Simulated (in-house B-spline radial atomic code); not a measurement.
# Functionals against ionisation energies along an isoelectronic series: O to Si⁶⁺

Ionisation energies as differences of self-consistent total energies from an all-electron radial atomic-structure program (B-spline basis): all electrons, radial basis limit, scalar-relativistic (one-electron X2C), spin-polarised at highest spin, spherical densities; exact exchange is averaged over the determinants of each configuration. No spin-orbit coupling, Breit or QED terms. NIST's values run from ground level to ground level, so in open shells the differences also hold multiplet and fine-structure energies that spherical high-spin averages miss. Columns give computed minus NIST, in eV; a star marks a semi-empirical value. Species are left out where the tabulated value is theory, is uncertain by more than 0.12 eV, or (13 ions, such as In⁴⁺, Te⁴⁺ and Bi⁴⁺) lies off its series for all methods alike, which flatters the means a little.

```
species  shell       NIST (eV)  LDA VWN5   BLYP   BP86  r2SCAN  B3LYP
      O     2p           13.62     +0.27  +0.20  +0.19   -0.73  +0.28
     F⁺     2p           34.97     +0.18  +0.12  +0.11   -0.92  +0.27
   Ne²⁺     2p           63.42         ?      ?      ?       ?      ?
   Mg⁴⁺     2p  141.33 ± 0.03*     -0.33  -0.26  -0.25   -1.66  0.00
   Al⁵⁺     2p  190.49 ± 0.05*     -0.41  -0.28  -0.26   -1.80  +0.01
   Si⁶⁺     2p  246.57 ± 0.05*     -0.54  -0.36  -0.32   -2.00  -0.04
```

**Question.** What are the differences for Ne²⁺ ([He] 2s2 2p4)?

**Answer.** LDA VWN5 +0.07; BLYP +0.05; BP86 +0.04; r2SCAN -1.11; B3LYP +0.25 eV.

**Question.** How do the methods rank, and which species is hardest?

**Answer.** Mean absolute (signed) differences: B3LYP 0.14 (+0.13) eV; BP86 0.19 (-0.08) eV; BLYP 0.21 (-0.09) eV; LDA VWN5 0.30 (-0.13) eV; r2SCAN 1.37 (-1.37) eV. For O, which loses a 2p electron, the nearest method is off by +0.19 eV, the largest such miss.
